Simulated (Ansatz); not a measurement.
# CH₂Si (triplet): the correlation ladder, def2-QZVPP

The task here is to estimate one member of a computed series from the others.

The runs use Ansatz 0.2.0, Gaussian basis; def2-QZVPP, core rule «outside noble gas», up to 6 orbitals frozen.

The runs, in order: UHF; ROHF; CCSD(T) on UHF.

2 further runs of the same task are left out: 2 set aside as unsound or not needed.

## The system

The geometry is a PBE0/def2-TZVP stationary point (not a proven minimum) of the parent state, kept for this charge and spin.

4 atoms, charge 0, spin multiplicity 3.

Atoms are counted from 1 here; the program's logs count them from 0.

Bond lengths: Si1–C2 1.702 Å, C2–H3 1.090 Å, C2–H4 1.090 Å. Angles: Si1–C2–H3 123.5°, Si1–C2–H4 123.5°, H3–C2–H4 113.0°.

Set-up of the first run:

in.yaml

```yaml
crystal:
  periodic: [false, false, false]
  atoms:
    - {symbol: Si, position_ang: [0.000000, 0.000000, 0.595671]}
    - {symbol: C, position_ang: [0.000000, 0.000000, -1.106259]}
    - {symbol: H, position_ang: [0.000000, -0.909276, -1.707827]}
    - {symbol: H, position_ang: [0.000000, 0.909276, -1.707827]}
basis:
  gaussian: {orbitals: "def2-QZVPP.json"}
magnetization: {spin_polarized: true, initial_magnetization: 2}
hamiltonian: {xc: hf}
output: {orbitals: {seedname: orbitals}}
```

The run is started by

```console
ansatz run in.yaml --threads 1 --pin off --events-out ev --progress --plain --max-ram 4096MiB --backend cpu
```

Steps of the session up to this table: UHF; ROHF; CCSD(T) on UHF.

One of the session's tables, all rows but one given; the rest of the session is left out.

It belongs to the step «Misses and costs». 

| method | from UCCSD(T) (meV) |
| --- | --- |
| ROHF | +7666.7 |
| UHF | ? |
| UMP2 | +1107.7 |
| UCCSD | +285.0 |
| UCCSD(T) | 0 |

Q: Estimate the row for UHF from the others.

As computed: from UCCSD(T) (meV): +7446.1. In the column «from UCCSD(T) (meV)» it lies between UMP2 (+1107.7) and ROHF (+7666.7).
